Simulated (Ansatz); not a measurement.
Input file:

```yaml
crystal:
  periodic: [false, false, false]
  atoms:
    - {symbol: Na, position_ang: [0.000000, 0.000000, 0.067747]}
    - {symbol: H, position_ang: [0.000000, 0.000000, -2.201253]}
    - {symbol: H, position_ang: [0.000000, 0.000000, 2.133507]}
basis:
  gaussian: {orbitals: def2-mTZVP}
total_charge: -1
magnetization: {spin_polarized: false}
correlation: {method: ccsdt, electrons: outside_noble_gas}
scf: {lower_state_search: off}
output: {forces: true}
```

```sh
$ ansatz run in.yaml --threads 1 --pin off --events-out ev --progress --plain --max-ram 2393MiB
```

Log:

```
these checks for a lower state are left out or cut short: starts, cluster_reference, orbital_swaps, neighbouring_geometries, increment
360 factors; integrals over basis functions are off by at most 1.1e-7 eV
mean field evaluation 1: about -4433.7345 eV, gradient 3.9e0 eV
mean field evaluation 2: about -4433.7363 eV, gradient 3.9e0 eV
mean field evaluation 4: about -4433.8662 eV, gradient 2.4e-1 eV
mean field evaluation 8: about -4433.8665 eV, gradient 1.2e-6 eV
mean field -4433.86654587 eV, -162.9415901779 hartree, gradient 2.7e-6 eV, S^2 0.000000; 0 other end points of the search recorded, 0 dependent functions left out
5 core orbitals not correlated: weight in the atoms' cores, before any rotation towards them, 1.000 or more for the frozen orbitals, at most 0.000 for the correlated occupied ones
reference -4433.86654587 eV, -162.9415901779 hartree; 2, 2 occupied and 13, 13 virtual orbitals, 360 factors
second order -0.65417777 eV of doubles, -0.00000000 eV of singles
cycle   1  -0.86484484 eV  change   -2.1e-1 eV  update   5.6e-2
cycle   2  -1.04217362 eV  change   -1.8e-1 eV  update   3.1e-2
cycle   3  -1.05311077 eV  change   -1.1e-2 eV  update   1.0e-2
cycle   4  -1.05326108 eV  change   -1.5e-4 eV  update   4.1e-3
cycle   5  -1.05413799 eV  change   -8.8e-4 eV  update   1.8e-3
cycle   6  -1.05415363 eV  change   -1.6e-5 eV  update   7.3e-4
cycle   7  -1.05448649 eV  change   -3.3e-4 eV  update   2.2e-4
cycle   8  -1.05458124 eV  change   -9.5e-5 eV  update   7.0e-5
cycle   9  -1.05454866 eV  change    3.3e-5 eV  update   2.4e-5
cycle  10  -1.05454949 eV  change   -8.3e-7 eV  update   5.5e-6
cycle  11  -1.05454718 eV  change    2.3e-6 eV  update   2.3e-6
cycle  12  -1.05454805 eV  change   -8.7e-7 eV  update   8.3e-7
cycle  13  -1.05454823 eV  change   -1.8e-7 eV  update   2.5e-7
the calculation of the forces begins
Total energy: -4434.92109410 eV, -162.9803441107 hartree
Atom 0 at     0.000000     0.000000     0.067747 Å, force    -0.000000     0.000000    -0.388752 eV/Å
Atom 1 at     0.000000     0.000000    -2.201253 Å, force     0.000000     0.000000     0.268441 eV/Å
Atom 2 at     0.000000     0.000000     2.133507 Å, force    -0.000000    -0.000000     0.120311 eV/Å
Dipole moment:     0.000000     0.000000     0.119078 e Å
Checks for a lower state left out: starts, cluster_reference, orbital_swaps, neighbouring_geometries, increment
```

Forces (eV/Å):
```
Na   0.000  0.000 -0.389
H    0.000  0.000  0.268
H    0.000  0.000  0.120
```

Ran on 1 thread of Intel Xeon Platinum 8259CL, shared host: 0.54 s wall, 0.08 GiB peak host memory.
